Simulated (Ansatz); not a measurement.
**Polycrystal shear modulus of rock-salt SnTe (cubic form, which distorts at low temperature) at several levels of theory**

No measured value is used here.

```csv
level (code),value (GPa),cell (Å³/atom)
LDA (Ansatz),(withheld),30.30
PBE (Ansatz),27.6,32.93
PBEsol (Ansatz),31.4,31.08
r²SCAN (Ansatz),30.9,32.33
```

Q: What belongs in the gaps?

A: 
- LDA (Ansatz, a first-principles code), value (GPa): 33.4

LDA, PBE, PBEsol, r²SCAN: symmetry holds this phase in the static calculation, where it need not be a minimum. PBE: the solid has no gap at this level, which affects its response. Each level is taken at its own relaxed cell. Cutoffs differ between the levels. Ansatz's density-functional and Hartree–Fock values are scalar-relativistic unless marked +SOC, with PAW data made under PBE.
